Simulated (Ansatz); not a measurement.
# CH4 (triplet): wave-function methods side by side at distance H1–H2 along a hydrogen transfer = 1.038 Å, cc-pVDZ

How much of the correlation energy of CH4 (triplet) does each wave-function method recover here?

Method: cc-pVDZ, core rule «outside noble gas», up to 1 orbitals frozen; program: Ansatz 0.2.0, Gaussian basis.

Plan: UHF; CCSD(T) on ROHF; CCSD(T) on UHF; BCCD(T) on ROHF; CISD; CCSDT(Q) on ROHF; CCSDT(Q) on UHF; CISDTQ; CCSDTQ on ROHF; CCSDTQ on UHF; CASSCF and MRCISD+Q, 4 electrons in 4 orbitals; CASSCF and NEVPT2, 4 electrons in 4 orbitals; CASSCF and MRCISD+Q, 8 electrons in 8 orbitals; CASSCF and NEVPT2, 8 electrons in 8 orbitals; Full CI.

### 1 The system

The geometry derives from fragments relaxed apart (PBE0/def2-TZVP) and kept rigid, so it is no stationary point. A hydrogen atom is moved between rigid fragments.

5 atoms, charge 0, spin multiplicity 3.

Atoms are counted from 1 here; the program's logs count them from 0.

Bond lengths: H2–C3 1.090 Å, C3–H4 1.079 Å, C3–H5 1.079 Å. Angles: H2–C3–H4 112.6°, H2–C3–H5 112.6°, H4–C3–H5 134.8°.

### 2 UHF

Contents of in.yaml:

```yaml
crystal:
  periodic: [false, false, false]
  atoms:
    - {symbol: H, position_ang: [-1.977896, 0.000000, 0.000000]}
    - {symbol: H, position_ang: [-0.939896, 0.000000, 0.000000]}
    - {symbol: C, position_ang: [0.150104, 0.000000, 0.000000]}
    - {symbol: H, position_ang: [0.564572, 0.000000, 0.996161]}
    - {symbol: H, position_ang: [0.564572, 0.000000, -0.996161]}
basis:
  gaussian: {orbitals: cc-pVDZ}
magnetization: {spin_polarized: true, initial_magnetization: 2}
hamiltonian: {xc: hf}
output: {orbitals: {seedname: orbitals}}
```

Launch:

```
$ ansatz run in.yaml --threads 1 --pin off --events-out ev --progress --plain --max-ram 2764MiB --backend cpu
```

Further steps of the session: CCSD(T) on ROHF; CCSD(T) on UHF; BCCD(T) on ROHF; CISD; CCSDT(Q) on ROHF; CCSDT(Q) on UHF; CISDTQ; CCSDTQ on ROHF; CCSDTQ on UHF; CASSCF and MRCISD+Q, 4 electrons in 4 orbitals; CASSCF and NEVPT2, 4 electrons in 4 orbitals; CASSCF and MRCISD+Q, 8 electrons in 8 orbitals; CASSCF and NEVPT2, 8 electrons in 8 orbitals; Full CI.

**Question.** What will the summary of the whole plan be? Wanted: FCI below the RHF energy; RMP2 from FCI; UMP2 from FCI; RCCSD from FCI; RCCSD(T) from FCI; UCCSD(T) from FCI; RCCSDT(Q) from FCI; UCCSDT(Q) from FCI; NEVPT2 pair from FCI.

The runs gave:

```
                         quantity                                                                                                          value
         FCI below the RHF energy                                                                                                     -4.6522 eV
                    RMP2 from FCI                                                                                                     +776.9 meV
                    UMP2 from FCI                                                                                                     +780.3 meV
                   RCCSD from FCI                                                                                                     +101.3 meV
                RCCSD(T) from FCI                                                                                                      +16.8 meV
                UCCSD(T) from FCI                                                                                                      +16.4 meV
               RCCSDT(Q) from FCI                                                                                                       +0.3 meV
               UCCSDT(Q) from FCI                                                                                                       -0.3 meV
             NEVPT2 pair from FCI                                                                                                     +764.6 meV
          NEVPT2 valence from FCI                                                                                                     +686.0 meV
        MRCISD+Q valence from FCI                                                                                                       +8.7 meV
levels within 1 kcal/mol (43 meV)  RCCSD(T), UCCSD(T), BCCD(T), RCCSDT, UCCSDT, CISDTQ, RCCSDT(Q), UCCSDT(Q), RCCSDTQ, UCCSDTQ, MRCISD+Q valence
                    T1 diagnostic                                                                                                          0.023
   effectively unpaired electrons                                                                                                           2.03
```

**Reading.** RCCSD(T) misses by +16.8 meV, 0.4 % of the correlation energy. One determinant dominates. Of the multireference levels listed MRCISD+Q valence comes nearest in total energy (+8.7 meV), which doesn't show that its space is the better one. These misses are within one basis, not against nature; the frozen cores of restricted and unrestricted runs differ, which can shift their rows.
